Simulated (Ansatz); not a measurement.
# SiNH₂+ (singlet): the correlation ladder, cc-pVTZ

An exercise on one series of results from a longer session: the logs are not shown, and one member is left open.

Method: cc-pVTZ, core rule «outside noble gas», up to 6 orbitals frozen; program: Ansatz 0.2.0, Gaussian basis.

The runs, in order: UHF; CCSD(T) on RHF; CCSD(T) on UHF; BCCD(T) on RHF; CCSDT(Q) on RHF; CCSDT(Q) on UHF; CASSCF and MRCISD+Q, 10 electrons in 10 orbitals; CASSCF and NEVPT2, 10 electrons in 10 orbitals.

3 further runs of the same task are left out: 3 set aside as unsound or not needed.

**What is computed**

The geometry is a PBE0/def2-TZVP stationary point (not a proven minimum) of the parent state, kept for this charge and spin.

4 atoms, charge 1, spin multiplicity 1.

Atoms are counted from 1 here; the program's logs count them from 0.

Bond lengths: Si1–N2 1.638 Å, Si1–H3 1.482 Å, Si1–H4 1.482 Å. Angles: N2–Si1–H3 122.4°, N2–Si1–H4 122.4°, H3–Si1–H4 115.2°.

The first run:

File in.yaml:

```yaml
crystal:
  periodic: [false, false, false]
  atoms:
    - {symbol: Si, position_ang: [0.000000, 0.000000, 0.483733]}
    - {symbol: N, position_ang: [0.000000, 0.000000, -1.153819]}
    - {symbol: H, position_ang: [0.000000, 1.251593, 1.277509]}
    - {symbol: H, position_ang: [0.000000, -1.251594, 1.277509]}
basis:
  gaussian: {orbitals: cc-pVTZ}
total_charge: 1
magnetization: {spin_polarized: true, initial_magnetization: 0}
hamiltonian: {xc: hf}
output: {orbitals: {seedname: orbitals}}
```

Started as:

```console
$ ansatz run in.yaml --threads 1 --pin off --events-out ev --progress --plain --max-ram 2816MiB --backend cpu
```

Among the steps run: UHF; CCSD(T) on RHF; CCSD(T) on UHF; BCCD(T) on RHF; CCSDT(Q) on RHF; CCSDT(Q) on UHF; CASSCF and MRCISD+Q, 10 electrons in 10 orbitals; CASSCF and NEVPT2, 10 electrons in 10 orbitals.

One table of the session follows, with a row left open; its other results are not shown here.

| method | from RCCSDT(Q) (meV) |
| --- | --- |
| RHF | +8209.6 |
| UHF | +6996.1 |
| RMP2 | +1606.2 |
| UMP2 | +1102.5 |
| RCCSD | +430.8 |
| UCCSD | -11.1 |
| RCCSD(T) | +99.9 |
| UCCSD(T) | -300.5 |
| BCCD(T) | ? |
| RCCSDT | +35.2 |
| UCCSDT | -606.6 |
| RCCSDT(Q) | 0 |
| UCCSDT(Q) | -703.1 |
| CASSCF valence | +5082.7 |
| NEVPT2 valence | +1247.4 |
| MRCISD valence | +421.4 |
| MRCISD+Q valence | +134.0 |

Estimate the missing values for BCCD(T).

**Answer.** from RCCSDT(Q) (meV): +97.5. In the column «from RCCSDT(Q) (meV)» it lies between RCCSDT (+35.2) and RCCSD(T) (+99.9).

To keep in mind: The determinant is far from a pure spin state, so its energy mixes those of several spin states (harmless only where they are near-degenerate, as at dissociation). The program flags UCCSD(T), UCCSDT(Q) as in doubt, so those rows may rest on another solution; read them beside their warnings. Warnings: restricted reference is unstable; spin contamination; large T1 diagnostic. Restricted and unrestricted rows rest on different reference determinants; where their highest levels disagree by more than a few hundredths of an eV, they describe different states and don't form one ladder.
